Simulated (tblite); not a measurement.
Compound: C4H7S (charge -1).
SMILES with atom numbers: `[CH3:1][C@@H:2]1[CH2:3][C@H:4]1[S-:5]` (hydrogens: H6, H7, H8 on C1; H9 on C2; H10, H11 on C3; H12 on C4)

Computed with GFN2-xTB (tblite), gas phase: Langevin dynamics at 400 K from the optimised GFN2-xTB geometry, time step 0.5 fs, friction 0.01 fs⁻¹, 2000 steps. The instantaneous temperature is 2·E(kin)/(3Nk) with all 3N coordinates.

| t (fs) | T (K) | E(pot) above start (eV) | C1–C2 (Å) | C2–C3 (Å) | C3–C4 (Å) | C4–S5 (Å) | C2–C4 (Å) | C1–H6 (Å) |
| --- | --- | --- | --- | --- | --- | --- | --- | --- |
| 0 | 349 | 0.000 | 1.510 | 1.505 | 1.509 | 1.766 | 1.506 | 1.094 |
| 50 | 415 | 0.300 | 1.553 | 1.494 | 1.537 | 1.762 | 1.475 | 1.153 |
| 100 | 332 | 0.205 | 1.523 | 1.484 | 1.463 | 1.779 | 1.516 | 1.049 |
| 150 | 261 | 0.410 | 1.525 | 1.506 | 1.516 | 1.764 | 1.573 | 1.109 |
| 200 | 291 | 0.332 | 1.501 | 1.560 | 1.545 | 1.801 | 1.532 | 1.090 |
| 250 | 306 | 0.361 | 1.539 | 1.479 | 1.556 | 1.799 | 1.536 | 1.123 |
| 300 | 365 | 0.522 | 1.536 | 1.510 | 1.445 | 1.812 | 1.461 | 1.060 |
| 350 | 474 | 0.446 | 1.544 | 1.475 | 1.571 | 1.826 | 1.460 | 1.110 |
| 400 | 356 | 0.406 | 1.514 | 1.493 | 1.550 | 1.844 | 1.461 | 1.166 |
| 450 | 380 | 0.444 | 1.467 | 1.483 | 1.492 | 1.782 | 1.543 | 1.044 |
| 500 | 423 | 0.299 | 1.581 | 1.502 | 1.545 | 1.774 | 1.479 | 1.135 |
| 550 | 334 | 0.363 | 1.497 | 1.506 | 1.479 | 1.844 | 1.451 | 1.111 |
| 600 | 306 | 0.484 | 1.499 | 1.494 | 1.518 | 1.759 | 1.522 | 1.057 |
| 650 | 469 | 0.568 | 1.507 | 1.519 | 1.508 | 1.813 | 1.503 | 1.084 |
| 700 | 333 | 0.481 | 1.536 | 1.524 | 1.543 | 1.740 | 1.556 | 1.094 |
| 750 | 277 | 0.342 | 1.451 | 1.497 | 1.480 | 1.833 | 1.535 | 1.144 |
| 800 | 278 | 0.513 | 1.596 | 1.594 | 1.576 | 1.807 | 1.505 | 1.064 |
| 850 | 325 | 0.496 | 1.468 | 1.469 | 1.475 | 1.760 | 1.587 | 1.112 |
| 900 | 252 | 0.428 | 1.549 | 1.554 | 1.504 | 1.820 | 1.510 | 1.065 |
| 950 | 270 | 0.350 | 1.488 | 1.488 | 1.499 | 1.763 | 1.464 | 1.107 |
| 1000 | 274 | 0.411 | 1.513 | 1.502 | 1.474 | 1.757 | 1.509 | 1.141 |

Question: From 500 fs on, how do temperature and potential energy compare with equipartition?

Answer: The mean temperature of these 11 frames is 322 K against the target 400 K, and the mean potential energy 0.43 eV against 30 × kT/2 = 0.52 eV for 30 classical harmonic modes. For 12 atoms in a canonical ensemble the temperature itself scatters by T·√(2/(3N)) = 94 K; here its standard deviation is 65 K. The whole run lasts only 10 friction times of 100 fs, so these averages carry a wide statistical error.

Question: What are the kinetic and total energies of the listed frame with the highest potential energy?

Answer: The one at 650 fs, 0.568 eV above the start. Its kinetic energy is 3NkT/2 = 0.727 eV at 469 K, so the sum is 1.29 eV; over the listed frames the sum runs from 0.54 to 1.29 eV, since the thermostat adds and removes energy.

Question: How much do the listed bonds fluctuate from 500 fs on?

Answer: 
| bond | at the start (Å) | mean (Å) | standard deviation (Å) |
| --- | --- | --- | --- |
| C1–C2 | 1.510 | 1.517 | 0.043 |
| C2–C3 | 1.505 | 1.513 | 0.033 |
| C3–C4 | 1.509 | 1.509 | 0.032 |
| C4–S5 | 1.766 | 1.788 | 0.034 |
| C2–C4 | 1.506 | 1.511 | 0.037 |
| C1–H6 | 1.094 | 1.101 | 0.030 |

The motion is classical and holds no zero-point motion.

What follows is the cost of the whole dynamics run. Hardware: Arm Neoverse V2, one thread, on a shared host. Cost: 6.4 s wall, 0.19 GiB resident at most.
